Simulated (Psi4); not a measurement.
# AlH2ClO (SMILES [OH][AlH][Cl]) at wB97X/aug-cc-pVDZ

What is the vertical electron affinity of AlH2ClO at wB97X/aug-cc-pVDZ? 

Program for the calculation: Psi4 1.11.

2 further runs of the same task are left out: 2 set aside as unsound or not needed.

## Step 1: Starting point

AlH2ClO: 5 atoms, total charge 0, spin state singlet. As SMILES, `[OH][AlH][Cl]`. The coordinates come from a PBE0-D4/def2-TZVP relaxation. This is one conformer, not always the lowest.

Bond lengths: O1–Al2 1.684 Å, Al2–Cl3 2.096 Å, O1–H4 0.956 Å, Al2–H5 1.563 Å. Angles: O1–Al2–Cl3 119.8°, O1–Al2–H5 119.3°, Cl3–Al2–H5 120.9°, Al2–O1–H4 124.3°.

## Step 2: The energy at wB97X/aug-cc-pVDZ

alclh2o.xyz

```xyz
5
AlClH2O
O     -1.110100     0.370900    -0.514400
Al     0.431000     0.184900     0.137500
Cl     1.114900    -1.725400     0.662800
H     -1.719500    -0.349100    -0.669500
H      1.333500     1.445000     0.342200
```

job.py

```python
import psi4

psi4.set_memory(1600000000)
psi4.set_num_threads(1)
psi4.core.set_output_file('psi4.out', False)

with open('alclh2o.xyz') as f:
    atoms = ''.join(f.readlines()[2:])
molecule = psi4.geometry('0 1\n' + atoms + 'symmetry c1')

psi4.set_options({
    'basis': 'aug-cc-pVDZ',
    'puream': True,
    'e_convergence': 1e-09,
    'd_convergence': 1e-08,
    'scf_type': 'pk',
    'dft_radial_points': 99,
    'dft_spherical_points': 590,
})

result, w = psi4.energy("WB97X", return_wfn=True)
psi4.oeprop(w, "MULLIKEN_CHARGES", "WIBERG_LOWDIN_INDICES", "DIPOLE", title="WB97X")
print('E =', round(result, 9))
```

The run is started by

```bash
$ python job.py
```

psi4.out:

```text
[...]
  Running in c1 symmetry.
[...]
  Nuclear repulsion =  129.301590769676494
[...]
  Multiplicity = 1
[...]
  Nalpha       = 20
  Nbeta        = 20
[...]
    Number of basis functions: 95
[...]
   @RKS iter   1:  -778.96732810412891   -6.03323e-01   7.50890e-03 DIIS/ADIIS
[...]
   @RKS iter  11:  -779.16441835145986   -2.61480e-12   2.79999e-09 DIIS
[...]
    Orbital Energies [Eh]
    ---------------------
    Doubly Occupied:
       1A   -101.503434     2A    -56.116945     3A    -19.218042
       4A     -9.542339     5A     -7.299980     6A     -7.296087
       7A     -7.295340     8A     -4.293310     9A     -2.846775
      10A     -2.842790    11A     -2.839329    12A     -1.120458
      13A     -0.944040    14A     -0.636299    15A     -0.531983
      16A     -0.477055    17A     -0.458992    18A     -0.446824
      19A     -0.436663    20A     -0.426767
[...]
  @RKS Final Energy:  -779.16441835145986
   => Energetics <=
    Nuclear Repulsion Energy =            129.3015907696764941
    One-Electron Energy =               -1335.0967813826553083
    Two-Electron Energy =                 468.9061396156891419
    DFT Exchange-Correlation Energy =     -42.2753673541701716
    Empirical Dispersion Energy =           0.0000000000000000
    VV10 Nonlocal Energy =                  0.0000000000000000
    Total Energy =                       -779.1644183514597444
[...]
 Multipole Moments:
 ------------------------------------------------------------------------------------
     Multipole            Electronic (a.u.)      Nuclear  (a.u.)        Total (a.u.)
 ------------------------------------------------------------------------------------
 L = 1.  Multiply by 2.5417464519 to convert [e a0] to [Debye]
 Dipole X            :          1.5541384           -1.8025124           -0.2483740
 Dipole Y            :         -2.4408257            2.4594517            0.0186261
 Dipole Z            :          0.9487209           -1.0520314           -0.1033105
 Magnitude           :                                                    0.2696472
[...]
  Mulliken Charges: (a.u.)
   Center  Symbol    Alpha    Beta     Spin     Total
       1     O     4.32518  4.32518  0.00000 -0.65035
       2    AL     6.13129  6.13129  0.00000  0.73742
       3    CL     8.66003  8.66003  0.00000 -0.32006
       4     H     0.47258  0.47258  0.00000  0.05485
       5     H     0.41092  0.41092  0.00000  0.17815
   Total alpha = 20.00000, Total beta = 20.00000, Total charge = -0.00000
  Wiberg Bond Indices using Orthogonal Lowdin Orbitals:
[...]
```

Standard output:

```text
E = -779.164418351
```

Wall time 17 s (1 thread of Intel Xeon 6975P-C (Granite Rapids), shared host); peak memory 0.9 GiB.

## Step 3: The doublet anion: energy and forces at U-wB97X/aug-cc-pVDZ

alclh2o.dat

```
memory 1.6 GB

molecule {
  -1 2
  O     -2.09778497     0.70089942    -0.97207512
  Al     0.81447196     0.34941036     0.25983734
  Cl     2.10685566    -3.26053346     1.25251048
  H     -3.24938407    -0.65970339    -1.26517164
  H      2.51994979     2.73065425     0.64666428
  units au
  symmetry c1
}

set reference uks
set puream true
set e_convergence 1e-09
set d_convergence 1e-08
set scf_type pk
set dft_radial_points 99
set dft_spherical_points 590
set maxiter 200

e_tot, wfn = gradient("wb97x/aug-cc-pVDZ", return_wfn=True)
oeprop(wfn, "WIBERG_LOWDIN_INDICES", "LOWDIN_CHARGES", "DIPOLE", title="WB97X")
print_variables()
```

The run is started by

```bash
$ psi4 -n 1 alclh2o.dat alclh2o.out
```

alclh2o.out:

```text
[...]
  Running in c1 symmetry.
[...]
  Nuclear repulsion =  129.301590710630848
[...]
  Multiplicity = 2
[...]
  Nalpha       = 21
  Nbeta        = 20
[...]
    Number of basis functions: 95
[...]
   @UKS iter   1:  -778.88775126620578   -5.23747e-01   7.98401e-03 DIIS/ADIIS
[...]
   @UKS iter  24:  -779.14122187015744   -6.78710e-11   9.23234e-09 DIIS
[...]
   @S^2 Observed:                7.514066162E-01
[...]
    Orbital Energies [Eh]
    ---------------------
    Alpha Occupied:
       1A   -101.355409     2A    -55.946659     3A    -19.065842
       4A     -9.394972     5A     -7.152479     6A     -7.148543
       7A     -7.148349     8A     -4.124001     9A     -2.676162
      10A     -2.674328    11A     -2.670758    12A     -0.971908
      13A     -0.798658    14A     -0.486593    15A     -0.384896
      16A     -0.327840    17A     -0.312867    18A     -0.297107
      19A     -0.293329    20A     -0.278642    21A      0.021172
    Alpha Virtual:
      22A      0.116109    23A      0.129539    24A      0.135130
      25A      0.166296    26A      0.168485    27A      0.201754
[...]
  @UKS Final Energy:  -779.14122187015744
   => Energetics <=
    Nuclear Repulsion Energy =            129.3015907106308475
    One-Electron Energy =               -1341.2170353532101217
    Two-Electron Energy =                 475.0795487713845091
    DFT Exchange-Correlation Energy =     -42.3053259989624948
    Empirical Dispersion Energy =           0.0000000000000000
    VV10 Nonlocal Energy =                  0.0000000000000000
    Total Energy =                       -779.1412218701574375
[...]
  -Total Gradient:
     Atom            X                  Y                   Z
    ------   -----------------  -----------------  -----------------
       1        0.031017106436     0.000549867844     0.012422768227
       2       -0.021144040571    -0.021329248859    -0.005527128970
       3       -0.006188222789     0.023874888845    -0.005701152688
       4       -0.001436393722    -0.001021832674    -0.000430161110
       5       -0.002102715826    -0.002141201756    -0.000696289902
[...]
 Multipole Moments:
 ------------------------------------------------------------------------------------
     Multipole            Electronic (a.u.)      Nuclear  (a.u.)        Total (a.u.)
 ------------------------------------------------------------------------------------
 L = 1.  Multiply by 2.5417464519 to convert [e a0] to [Debye]
 Dipole X            :          1.2373636           -1.8025124           -0.5651487
 Dipole Y            :         -4.2947278            2.4594517           -1.8352761
 Dipole Z            :          1.0872626           -1.0520314            0.0352312
 Magnitude           :                                                    1.9206438
[...]
```

Wall time 60 s (1 thread of Intel Xeon 6975P-C (Granite Rapids), shared host); peak memory 0.92 GiB.

## Step 4: What came out

Level: wB97X/aug-cc-pVDZ.

| quantity | value |
| --- | --- |
| singlet AlH2ClO: total energy | -779.16442 Eh |
| singlet AlH2ClO: dipole moment | 0.69 D |
| singlet AlH2ClO: HOMO energy | -11.61 eV |
| singlet AlH2ClO: LUMO energy | 0.78 eV |
| singlet AlH2ClO: HOMO–LUMO gap | 12.39 eV |
| doublet anion: total energy | -779.14122 Eh |
| doublet anion: HOMO energy (highest over α and β) | 0.58 eV |
| doublet anion: LUMO energy (lowest over α and β) | 3.16 eV |
| doublet anion: ⟨S²⟩ | 0.751 |
| doublet anion: largest force on an atom | 1.718 eV/Å |
| vertical electron affinity (to the doublet anion) | -0.631 eV |

The anion lies 0.63 eV (14.6 kcal/mol) above the neutral: the electron isn't bound at this level, and such a value depends on the basis. The HOMO (doublet anion) lies at positive energy, 0.58 eV; only total energies tell whether the electron is bound.
